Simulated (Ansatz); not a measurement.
Results of PBE-D3(BJ) (Ansatz, an electronic-structure program, plane waves, PAW) for 1T (CdI2-type) SnSe2.

Numerical settings: plane-wave cutoff 500 eV, 12×12×6 k mesh (along the axes of the cell as run), Fermi–Dirac smearing 0.05 eV, scalar-relativistic PAW data made under PBE.

Computed at the level's own relaxed cell.

Question: Give the computed equilibrium volume per atom, equilibrium lattice constant a and lattice parameter c.

Answer: 
- equilibrium volume per atom = 25.57 Å³/atom
- equilibrium lattice constant a = 3.840 Å
- lattice parameter c = 6.008 Å

Measured, for comparison: lattice parameter c 6.14 Å (temperature not stated, no zero-point or thermal correction; as tabulated in Gonzalez and Oleynik (2016), arXiv:1609.04381). Computed (rounded) less measured: lattice parameter c -2.1 %.

Spin–orbit coupling is not included.
